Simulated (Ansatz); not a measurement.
Ansatz (a program for electronic structure) input (B3LYP/STO-3G):

Ansatz 0.2 input:
```yaml
crystal:
  periodic: [false, false, false]
  atoms:
    - {symbol: Na, position_ang: [-0.00000000, -0.00000000, -1.70764300]}
    - {symbol: Cl, position_ang: [0.00000000, 0.00000000, 1.10494547]}
basis:
  gaussian:
    orbitals: STO-3G
hamiltonian:
  xc: {name: B3LYP}
total_charge: 1
magnetization: {spin_polarized: true, initial_magnetization: 1}
output: {forces: true}
```

Problem. Predict the final energy.

Solution. -615.28150 Eh.
